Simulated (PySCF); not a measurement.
## Do core-level shifts follow atomic charges?

C₄H₇P.
Structure used (PBE0-D3(BJ)/def2-SVP), in Å, numbered top down from 1:
```xyz
12
C4H7P angstrom
C      2.255   -0.328   -1.070
C      1.419   -0.312   -0.187
P      0.308   -0.355    1.197
C     -0.285    1.398    1.178
C     -1.138   -1.201    0.412
H      2.987   -0.338   -1.858
H     -0.681    1.700    0.197
H      0.548    2.062    1.451
H     -1.070    1.505    1.942
H     -1.443   -0.727   -0.533
H     -0.883   -2.254    0.224
H     -1.979   -1.176    1.122
```

Binding energies: delta-SCF UKS SCAN, pcX-2 on the ionised atom, pcseg-1 elsewhere, spin-free X2C (PySCF 2.14.0). Charges: PBE0/pcSseg-1 ground-state density, for the ionised atom.

| atom | environment | C 1s (eV) | Mulliken (e) | IAO (e) | Hirshfeld (e) | ESP (e) |
| --- | --- | --- | --- | --- | --- | --- |
| C1 | terminal alkyne carbon | 290.01 | -0.362 | -0.220 | -0.107 | -0.566 |
| C2 | alkyne carbon | 290.23 | -0.055 | -0.277 | -0.118 | +0.257 |
| C4 | sp3 carbon bound to phosphorus | 290.55 | -0.476 | -0.601 | -0.160 | -0.321 |

Problem. How well does each charge scheme correlate with the binding energies over these sites?

Solution. ESP: r = 0.19, slope 0.1 eV per e; Mulliken: r = -0.36, slope -0.4 eV per e; IAO: r = -0.96, slope -1.3 eV per e; Hirshfeld: r = -0.97, slope -9.5 eV per e. On 3 points no scheme stands out.

Problem. The point-charge model writes a binding energy as kq + V + constant, with V the potential of the other atoms' charges at the site. What does it give with the Hirshfeld charges?

Solution. V = Σ 14.40 eV Å × q/r over all other atoms: +0.49 eV at C1, +0.34 eV at C2, +2.21 eV at C4. Fitting binding energy − V to q gives k = 27.0 eV per e and leaves an rms residual of 0.27 eV, against 0.05 eV for the fit on q alone. The model has no term for differences in relaxation between sites.

Spin contamination (⟨S²⟩ against 0.75 for a pure doublet) is marked for C 1s of C2 (0.87), which makes this value less certain. Geometry: PBE0-D3(BJ)/def2-SVP; no solvent, vibrations or thermal averaging.
